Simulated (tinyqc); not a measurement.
Worked calculation (part 1 of 2): UKS/exchange-only LDA in the sto-6g basis, for LiH+, spin multiplicity 2. Computed by tinyqc, a small Python program that keeps every step (integrals from PySCF). Settings: charge = 1, multiplicity = 2, basis = sto-6g, energy threshold = 1e-10, iteration cap = 89, orthogonalisation = symmetric, start = core, DIIS depth = 8, method = UKS, functional = Slater exchange alone, grid = [30, 14]. Command: `OMP_NUM_THREADS=1 python tinyqc.py 21765 21766 out.jsonl` (the two numbers bound the seeds that draw the settings). One thread of a shared host (Intel(R) Xeon(R) Processor @ 2.60GHz), about 0.9 s of CPU time with the checks. Later iterations appear only in the table of the cycle.

## One-electron integrals

Geometry (angstrom):
```
atom         x         y         z
Li    0.000000  0.000000  0.000000
H     0.000000  0.000000  1.684000
```

Basis sto-6g: exponents (1/bohr^2) and contraction coefficients of normalised primitives:
```
element  l (shell)    exponent  coefficient
Li           s (1)  167.175846     0.009164
Li           s (1)   30.651508     0.049361
Li           s (1)    8.575187     0.168538
Li           s (1)    2.945808     0.370563
Li           s (1)    1.143944     0.416492
Li           s (1)    0.471139     0.130334
Li           s (2)    6.597564    -0.013253
Li           s (2)    1.305830    -0.046992
Li           s (2)    0.405851    -0.033785
Li           s (2)    0.156146     0.250242
Li           s (2)    0.067814     0.595117
Li           s (2)    0.031084     0.240706
Li           p (3)    6.597564     0.003760
Li           p (3)    1.305830     0.037679
Li           p (3)    0.405851     0.173897
Li           p (3)    0.156146     0.418036
Li           p (3)    0.067814     0.425860
Li           p (3)    0.031084     0.101708
H            s (1)   35.523221     0.009164
H            s (1)    6.513144     0.049361
H            s (1)    1.822143     0.168538
H            s (1)    0.625955     0.370563
H            s (1)    0.243077     0.416492
H            s (1)    0.100112     0.130334
```

Overlap, kinetic and nuclear-attraction integrals over the contracted functions; the nuclear repulsion is the sum of Za Zb / Rab.

nuclear repulsion = 0.94271475 hartree

overlap S:
```
           1Li 1s    1Li 2s   1Li 2px   1Li 2py   1Li 2pz     2H 1s
1Li 1s   1.000000  0.235742  0.000000  0.000000  0.000000  0.057183
1Li 2s   0.235742  1.000000  0.000000  0.000000  0.000000  0.376713
1Li 2px  0.000000  0.000000  1.000000  0.000000  0.000000  0.000000
1Li 2py  0.000000  0.000000  0.000000  1.000000  0.000000  0.000000
1Li 2pz  0.000000  0.000000  0.000000  0.000000  1.000000  0.494245
2H 1s    0.057183  0.376713  0.000000  0.000000  0.494245  1.000000
```

kinetic energy T (hartree):
```
            1Li 1s     1Li 2s   1Li 2px   1Li 2py   1Li 2pz      2H 1s
1Li 1s    3.616742  -0.110723  0.000000  0.000000  0.000000  -0.014869
1Li 2s   -0.110723   0.106524  0.000000  0.000000  0.000000   0.036489
1Li 2px   0.000000   0.000000  0.320007  0.000000  0.000000   0.000000
1Li 2py   0.000000   0.000000  0.000000  0.320007  0.000000   0.000000
1Li 2pz   0.000000   0.000000  0.000000  0.000000  0.320007   0.113837
2H 1s    -0.014869   0.036489  0.000000  0.000000  0.113837   0.768522
```

nuclear attraction V (hartree):
```
            1Li 1s     1Li 2s    1Li 2px    1Li 2py    1Li 2pz      2H 1s
1Li 1s   -8.381383  -0.902421   0.000000   0.000000  -0.015333  -0.237870
1Li 2s   -0.902421  -1.481831   0.000000   0.000000  -0.117197  -0.679316
1Li 2px   0.000000   0.000000  -1.450551   0.000000   0.000000   0.000000
1Li 2py   0.000000   0.000000   0.000000  -1.450551   0.000000   0.000000
1Li 2pz  -0.015333  -0.117197   0.000000   0.000000  -1.544210  -0.908287
2H 1s    -0.237870  -0.679316   0.000000   0.000000  -0.908287  -2.180536
```

core Hamiltonian H = T + V (hartree):
```
            1Li 1s     1Li 2s    1Li 2px    1Li 2py    1Li 2pz      2H 1s
1Li 1s   -4.764640  -1.013144   0.000000   0.000000  -0.015333  -0.252738
1Li 2s   -1.013144  -1.375307   0.000000   0.000000  -0.117197  -0.642827
1Li 2px   0.000000   0.000000  -1.130543   0.000000   0.000000   0.000000
1Li 2py   0.000000   0.000000   0.000000  -1.130543   0.000000   0.000000
1Li 2pz  -0.015333  -0.117197   0.000000   0.000000  -1.224203  -0.794450
2H 1s    -0.252738  -0.642827   0.000000   0.000000  -0.794450  -1.412014
```

## Two-electron integrals

Functions are numbered as in S; the eight-fold symmetry (ij|kl) = (ji|kl) = (kl|ij) leaves the list below.

Two-electron integrals (ij|kl) in chemists' order, unique and non-zero (hartree):
```
(11|11) 1.681247   (21|11) 0.242603   (21|21) 0.044507   (22|11) 0.397190
(22|21) 0.090279   (22|22) 0.290625   (31|31) 0.009437   (32|31) 0.014261
(32|32) 0.064236   (33|11) 0.397190   (33|21) 0.090279   (33|22) 0.290625
(33|33) 0.313125   (41|41) 0.009437   (42|41) 0.014261   (42|42) 0.064236
(43|43) 0.016875   (44|11) 0.397190   (44|21) 0.090279   (44|22) 0.290625
(44|33) 0.279374   (44|44) 0.313125   (51|51) 0.009437   (52|51) 0.014261
(52|52) 0.064236   (53|53) 0.016875   (54|54) 0.016875   (55|11) 0.397190
(55|21) 0.090279   (55|22) 0.290625   (55|33) 0.279374   (55|44) 0.279374
(55|55) 0.313125   (61|11) 0.059225   (61|21) 0.010625   (61|22) 0.021711
(61|33) 0.021412   (61|44) 0.021412   (61|51) 0.001413   (61|52) 0.002834
(61|55) 0.022310   (61|61) 0.002804   (62|11) 0.138035   (62|21) 0.031772
(62|22) 0.107934   (62|33) 0.102450   (62|44) 0.102450   (62|51) 0.005478
(62|52) 0.031751   (62|55) 0.118903   (62|61) 0.009122   (62|62) 0.066024
(63|31) 0.002702   (63|32) 0.012268   (63|53) 0.004879   (63|63) 0.004736
(64|41) 0.002702   (64|42) 0.012268   (64|54) 0.004879   (64|64) 0.004736
(65|11) 0.169735   (65|21) 0.039481   (65|22) 0.138675   (65|33) 0.129352
(65|44) 0.129352   (65|51) 0.008541   (65|52) 0.048927   (65|55) 0.157319
(65|61) 0.011862   (65|62) 0.093270   (65|65) 0.133719   (66|11) 0.313404
(66|21) 0.073537   (66|22) 0.272976   (66|33) 0.249234   (66|44) 0.249234
(66|51) 0.014617   (66|52) 0.102814   (66|55) 0.320454   (66|61) 0.022349
(66|62) 0.209124   (66|65) 0.306877   (66|66) 0.774999
```

## Orthogonalisation

S = U s U^T; symmetric (Loewdin) form X = U s^(-1/2) U^T, so that X^T S X = 1.

eigenvalues of S: 0.371950  0.804406  1.000000  1.000000  1.168747  1.654897

X:
```
            1Li 1s     1Li 2s   1Li 2px   1Li 2py    1Li 2pz      2H 1s
1Li 1s    1.022072  -0.126225  0.000000  0.000000  -0.005244   0.009166
1Li 2s   -0.126225   1.099123  0.000000  0.000000   0.100295  -0.257270
1Li 2px   0.000000   0.000000  1.000000  0.000000   0.000000   0.000000
1Li 2py   0.000000   0.000000  0.000000  1.000000   0.000000   0.000000
1Li 2pz  -0.005244   0.100295  0.000000  0.000000   1.129976  -0.334255
2H 1s     0.009166  -0.257270  0.000000  0.000000  -0.334255   1.205814
```

## Starting guess

The start is the orbitals of the core Hamiltonian; D(s) = C_occ C_occ^T for each spin.

D(alpha) at the start:
```
            1Li 1s     1Li 2s   1Li 2px   1Li 2py    1Li 2pz      2H 1s
1Li 1s    1.025006  -0.068249  0.000000  0.000000  -0.033228  -0.059623
1Li 2s   -0.068249   0.108826  0.000000  0.000000   0.110169   0.211886
1Li 2px   0.000000   0.000000  0.000000  0.000000   0.000000   0.000000
1Li 2py   0.000000   0.000000  0.000000  0.000000   0.000000   0.000000
1Li 2pz  -0.033228   0.110169  0.000000  0.000000   0.112839   0.217176
2H 1s    -0.059623   0.211886  0.000000  0.000000   0.217176   0.418010
```

D(beta) at the start:
```
            1Li 1s     1Li 2s   1Li 2px   1Li 2py    1Li 2pz      2H 1s
1Li 1s    1.014795  -0.035102  0.000000  0.000000   0.000715   0.005705
1Li 2s   -0.035102   0.001214  0.000000  0.000000  -0.000025  -0.000197
1Li 2px   0.000000   0.000000  0.000000  0.000000   0.000000   0.000000
1Li 2py   0.000000   0.000000  0.000000  0.000000   0.000000   0.000000
1Li 2pz   0.000715  -0.000025  0.000000  0.000000   0.000001   0.000004
2H 1s     0.005705  -0.000197  0.000000  0.000000   0.000004   0.000032
```

## Iteration 1: exchange-correlation on the grid

Becke grid with 30 radial and 14 angular points per atom, points of zero weight dropped. rho = sum D_ij phi_i phi_j; V_xc,ij = sum w v_xc phi_i phi_j; v_xc is d(rho eps)/d rho(s) for spin s.

The 12 grid points with the largest w rho, of 822 (bohr, atomic units):
```
x                  y          z         w  rho(alpha)  rho(beta)     eps_xc  v_xc(alpha)
-0.256304   0.256304  -0.256304  0.026303    0.579842   0.574950  -0.774857    -1.034595
0.256304   -0.256304  -0.256304  0.026303    0.579842   0.574950  -0.774857    -1.034595
-0.256304  -0.256304  -0.256304  0.026303    0.579842   0.574950  -0.774857    -1.034595
0.256304    0.256304  -0.256304  0.026303    0.579842   0.574950  -0.774857    -1.034595
0.000000    0.000000   1.993197  0.902953    0.033498   0.000104  -0.299173    -0.399950
0.256304    0.256304   0.256304  0.026303    0.575770   0.575156  -0.773988    -1.032168
0.256304   -0.256304   0.256304  0.026303    0.575770   0.575156  -0.773988    -1.032168
-0.256304   0.256304   0.256304  0.026303    0.575770   0.575156  -0.773988    -1.032168
-0.256304  -0.256304   0.256304  0.026303    0.575770   0.575156  -0.773988    -1.032168
0.347372   -0.347372  -0.347372  0.059530    0.246170   0.244229  -0.582420    -0.777581
0.347372    0.347372  -0.347372  0.059530    0.246170   0.244229  -0.582420    -0.777581
-0.347372   0.347372  -0.347372  0.059530    0.246170   0.244229  -0.582420    -0.777581
```

electrons on the grid, sum of w rho = 2.985979

E_xc = sum of w rho eps_xc = -1.69656452 hartree

V_xc(alpha) (hartree):
```
            1Li 1s     1Li 2s    1Li 2px    1Li 2py    1Li 2pz      2H 1s
1Li 1s   -0.968398  -0.107871   0.000000   0.000000  -0.005464  -0.029630
1Li 2s   -0.107871  -0.125695   0.000000   0.000000  -0.064367  -0.102343
1Li 2px   0.000000   0.000000  -0.113030   0.000000   0.000000   0.000000
1Li 2py   0.000000   0.000000   0.000000  -0.113030   0.000000   0.000000
1Li 2pz  -0.005464  -0.064367   0.000000   0.000000  -0.151031  -0.148306
2H 1s    -0.029630  -0.102343   0.000000   0.000000  -0.148306  -0.392687
```

V_xc(beta) (hartree):
```
            1Li 1s     1Li 2s    1Li 2px    1Li 2py    1Li 2pz      2H 1s
1Li 1s   -0.963794  -0.101838   0.000000   0.000000  -0.000039  -0.025501
1Li 2s   -0.101838  -0.052723   0.000000   0.000000   0.000307  -0.013472
1Li 2px   0.000000   0.000000  -0.052873   0.000000   0.000000   0.000000
1Li 2py   0.000000   0.000000   0.000000  -0.052873   0.000000   0.000000
1Li 2pz  -0.000039   0.000307   0.000000   0.000000  -0.052417  -0.012696
2H 1s    -0.025501  -0.013472   0.000000   0.000000  -0.012696  -0.015857
```

## Iteration 1: building the Kohn-Sham matrix

J_ij = sum D_kl (ij|kl) with D = D(alpha) + D(beta); F = H + J + V_xc; E = tr D H + tr D J / 2 + E_xc + E_nn.

Coulomb J (hartree):
```
           1Li 1s    1Li 2s   1Li 2px   1Li 2py   1Li 2pz     2H 1s
1Li 1s   3.724585  0.565979  0.000000  0.000000  0.014515  0.142105
1Li 2s   0.565979  1.074007  0.000000  0.000000  0.090593  0.461833
1Li 2px  0.000000  0.000000  1.056475  0.000000  0.000000  0.000000
1Li 2py  0.000000  0.000000  0.000000  1.056475  0.000000  0.000000
1Li 2pz  0.014515  0.090593  0.000000  0.000000  1.109073  0.605878
2H 1s    0.142105  0.461833  0.000000  0.000000  0.605878  1.255385
```

F(alpha) (hartree):
```
            1Li 1s     1Li 2s    1Li 2px    1Li 2py    1Li 2pz      2H 1s
1Li 1s   -2.008454  -0.555035   0.000000   0.000000  -0.006281  -0.140263
1Li 2s   -0.555035  -0.426995   0.000000   0.000000  -0.090971  -0.283336
1Li 2px   0.000000   0.000000  -0.187098   0.000000   0.000000   0.000000
1Li 2py   0.000000   0.000000   0.000000  -0.187098   0.000000   0.000000
1Li 2pz  -0.006281  -0.090971   0.000000   0.000000  -0.266161  -0.336878
2H 1s    -0.140263  -0.283336   0.000000   0.000000  -0.336878  -0.549316
```

F(beta) (hartree):
```
            1Li 1s     1Li 2s    1Li 2px    1Li 2py    1Li 2pz      2H 1s
1Li 1s   -2.003849  -0.549003   0.000000   0.000000  -0.000857  -0.136134
1Li 2s   -0.549003  -0.354023   0.000000   0.000000  -0.026297  -0.194465
1Li 2px   0.000000   0.000000  -0.126941   0.000000   0.000000   0.000000
1Li 2py   0.000000   0.000000   0.000000  -0.126941   0.000000   0.000000
1Li 2pz  -0.000857  -0.026297   0.000000   0.000000  -0.167547  -0.201267
2H 1s    -0.136134  -0.194465   0.000000   0.000000  -0.201267  -0.172487
```

total energy of this density = -7.40243673 hartree

## Iteration 1: diagonalisation and new density

Diagonalise F' = X^T F X, C = X C', fill 2 alpha and 1 beta electrons from the bottom; D(s) = C_occ C_occ^T. Each column has its largest component positive (the first on a tie).

F' = X^T F X (alpha) (hartree):
```
           1          2          3          4          5          6
1  -1.963730  -0.287320   0.000000   0.000000  -0.000433  -0.020367
2  -0.287320  -0.284252   0.000000   0.000000  -0.014052  -0.128021
3   0.000000   0.000000  -0.187098   0.000000   0.000000   0.000000
4   0.000000   0.000000   0.000000  -0.187098   0.000000   0.000000
5  -0.000433  -0.014052   0.000000   0.000000  -0.152548  -0.192757
6  -0.020367  -0.128021   0.000000   0.000000  -0.192757  -0.425607
```

orbital energies (alpha) (hartree): MO1 -2.012626, MO2 -0.565343, MO3 -0.207133, MO4 -0.187098, MO5 -0.187098, MO6 -0.041035

coefficients C (alpha):
```
               MO1        MO2        MO3       MO4        MO5        MO6
1Li 1s    0.986822  -0.116719  -0.260237  0.000000   0.000000  -0.074234
1Li 2s    0.051481   0.190676   1.008946  0.000000   0.000000   0.493226
1Li 2px   0.000000   0.000000   0.000000  0.992863  -0.119260   0.000000
1Li 2py   0.000000   0.000000   0.000000  0.119260   0.992863   0.000000
1Li 2pz   0.007378   0.209800  -0.284279  0.000000   0.000000   1.128616
2H 1s    -0.003044   0.803266  -0.312872  0.000000   0.000000  -0.942789
```

F' = X^T F X (beta) (hartree):
```
           1          2          3          4          5          6
1  -1.959393  -0.289739   0.000000   0.000000  -0.001429  -0.024168
2  -0.289739  -0.214633   0.000000   0.000000   0.038930  -0.142715
3   0.000000   0.000000  -0.126941   0.000000   0.000000   0.000000
4   0.000000   0.000000   0.000000  -0.126941   0.000000   0.000000
5  -0.001429   0.038930   0.000000   0.000000  -0.077594  -0.186380
6  -0.024168  -0.142715   0.000000   0.000000  -0.186380  -0.015155
```

orbital energies (beta) (hartree): MO1 -2.007347, MO2 -0.281554, MO3 -0.169061, MO4 -0.126941, MO5 -0.126941, MO6 0.191187

coefficients C (beta):
```
               MO1        MO2        MO3       MO4        MO5        MO6
1Li 1s    0.988248  -0.187975  -0.200353  0.000000   0.000000   0.092540
1Li 2s    0.046718   0.556142   0.767301  0.000000   0.000000  -0.632475
1Li 2px   0.000000   0.000000   0.000000  0.972204  -0.234137   0.000000
1Li 2py   0.000000   0.000000   0.000000  0.234137   0.972204   0.000000
1Li 2pz   0.002864   0.376566  -0.632045  0.000000   0.000000  -0.925941
2H 1s    -0.004038   0.458327  -0.178094  0.000000   0.000000   1.179063
```

D(alpha) after iteration 1:
```
            1Li 1s    1Li 2s   1Li 2px   1Li 2py    1Li 2pz      2H 1s
1Li 1s    0.987441  0.028547  0.000000  0.000000  -0.017207  -0.096760
1Li 2s    0.028547  0.039007  0.000000  0.000000   0.040384   0.153007
1Li 2px   0.000000  0.000000  0.000000  0.000000   0.000000   0.000000
1Li 2py   0.000000  0.000000  0.000000  0.000000   0.000000   0.000000
1Li 2pz  -0.017207  0.040384  0.000000  0.000000   0.044071   0.168503
2H 1s    -0.096760  0.153007  0.000000  0.000000   0.168503   0.645245
```

D(beta) after iteration 1:
```
            1Li 1s     1Li 2s   1Li 2px   1Li 2py    1Li 2pz      2H 1s
1Li 1s    0.976635   0.046169  0.000000  0.000000   0.002830  -0.003991
1Li 2s    0.046169   0.002183  0.000000  0.000000   0.000134  -0.000189
1Li 2px   0.000000   0.000000  0.000000  0.000000   0.000000   0.000000
1Li 2py   0.000000   0.000000  0.000000  0.000000   0.000000   0.000000
1Li 2pz   0.002830   0.000134  0.000000  0.000000   0.000008  -0.000012
2H 1s    -0.003991  -0.000189  0.000000  0.000000  -0.000012   0.000016
```

Within a degenerate level the vectors are fixed only up to a rotation; this is one choice.

## Iteration 2: exchange-correlation on the grid

As before.

The 12 grid points with the largest w rho, of 822 (bohr, atomic units):
```
x                  y          z         w  rho(alpha)  rho(beta)     eps_xc  v_xc(alpha)
0.000000    0.000000   1.993197  0.902953    0.033976   0.000215  -0.299839    -0.401845
0.256304   -0.256304  -0.256304  0.026303    0.564883   0.559950  -0.768097    -1.025620
-0.256304  -0.256304  -0.256304  0.026303    0.564883   0.559950  -0.768097    -1.025620
-0.256304   0.256304  -0.256304  0.026303    0.564883   0.559950  -0.768097    -1.025620
0.256304    0.256304  -0.256304  0.026303    0.564883   0.559950  -0.768097    -1.025620
0.256304   -0.256304   0.256304  0.026303    0.561986   0.560391  -0.767535    -1.023864
-0.256304  -0.256304   0.256304  0.026303    0.561986   0.560391  -0.767535    -1.023864
0.256304    0.256304   0.256304  0.026303    0.561986   0.560391  -0.767535    -1.023864
-0.256304   0.256304   0.256304  0.026303    0.561986   0.560391  -0.767535    -1.023864
-0.347372  -0.347372  -0.347372  0.059530    0.242276   0.240316  -0.579313    -0.773459
-0.347372   0.347372  -0.347372  0.059530    0.242276   0.240316  -0.579313    -0.773459
0.347372    0.347372  -0.347372  0.059530    0.242276   0.240316  -0.579313    -0.773459
```

electrons on the grid, sum of w rho = 2.980775

E_xc = sum of w rho eps_xc = -1.69705262 hartree

V_xc(alpha) (hartree):
```
            1Li 1s     1Li 2s    1Li 2px    1Li 2py    1Li 2pz      2H 1s
1Li 1s   -0.960563  -0.107204   0.000000   0.000000  -0.004050  -0.029223
1Li 2s   -0.107204  -0.119686   0.000000   0.000000  -0.056528  -0.103546
1Li 2px   0.000000   0.000000  -0.105446   0.000000   0.000000   0.000000
1Li 2py   0.000000   0.000000   0.000000  -0.105446   0.000000   0.000000
1Li 2pz  -0.004050  -0.056528   0.000000   0.000000  -0.148174  -0.152171
2H 1s    -0.029223  -0.103546   0.000000   0.000000  -0.152171  -0.420208
```

V_xc(beta) (hartree):
```
            1Li 1s     1Li 2s    1Li 2px    1Li 2py    1Li 2pz      2H 1s
1Li 1s   -0.956937  -0.103239   0.000000   0.000000  -0.000035  -0.025817
1Li 2s   -0.103239  -0.065113   0.000000   0.000000  -0.000224  -0.017695
1Li 2px   0.000000   0.000000  -0.065449   0.000000   0.000000   0.000000
1Li 2py   0.000000   0.000000   0.000000  -0.065449   0.000000   0.000000
1Li 2pz  -0.000035  -0.000224   0.000000   0.000000  -0.064442  -0.017761
2H 1s    -0.025817  -0.017695   0.000000   0.000000  -0.017761  -0.022799
```

## Iteration 2: building the Kohn-Sham matrix

As before.

Coulomb J (hartree):
```
           1Li 1s    1Li 2s   1Li 2px   1Li 2py   1Li 2pz     2H 1s
1Li 1s   3.661896  0.559163  0.000000  0.000000  0.014584  0.140618
1Li 2s   0.559163  1.069868  0.000000  0.000000  0.096758  0.472672
1Li 2px  0.000000  0.000000  1.049297  0.000000  0.000000  0.000000
1Li 2py  0.000000  0.000000  0.000000  1.049297  0.000000  0.000000
1Li 2pz  0.014584  0.096758  0.000000  0.000000  1.111012  0.624832
2H 1s    0.140618  0.472672  0.000000  0.000000  0.624832  1.322721
```

F(alpha) (hartree):
```
            1Li 1s     1Li 2s    1Li 2px    1Li 2py    1Li 2pz      2H 1s
1Li 1s   -2.063306  -0.561185   0.000000   0.000000  -0.004799  -0.141344
1Li 2s   -0.561185  -0.425126   0.000000   0.000000  -0.076967  -0.273701
1Li 2px   0.000000   0.000000  -0.186693   0.000000   0.000000   0.000000
1Li 2py   0.000000   0.000000   0.000000  -0.186693   0.000000   0.000000
1Li 2pz  -0.004799  -0.076967   0.000000   0.000000  -0.261366  -0.321790
2H 1s    -0.141344  -0.273701   0.000000   0.000000  -0.321790  -0.509502
```

F(beta) (hartree):
```
            1Li 1s     1Li 2s    1Li 2px    1Li 2py    1Li 2pz      2H 1s
1Li 1s   -2.059681  -0.557220   0.000000   0.000000  -0.000783  -0.137937
1Li 2s   -0.557220  -0.370552   0.000000   0.000000  -0.020663  -0.187850
1Li 2px   0.000000   0.000000  -0.146696   0.000000   0.000000   0.000000
1Li 2py   0.000000   0.000000   0.000000  -0.146696   0.000000   0.000000
1Li 2pz  -0.000783  -0.020663   0.000000   0.000000  -0.177633  -0.187379
2H 1s    -0.137937  -0.187850   0.000000   0.000000  -0.187379  -0.112092
```

total energy of this density = -7.42966730 hartree
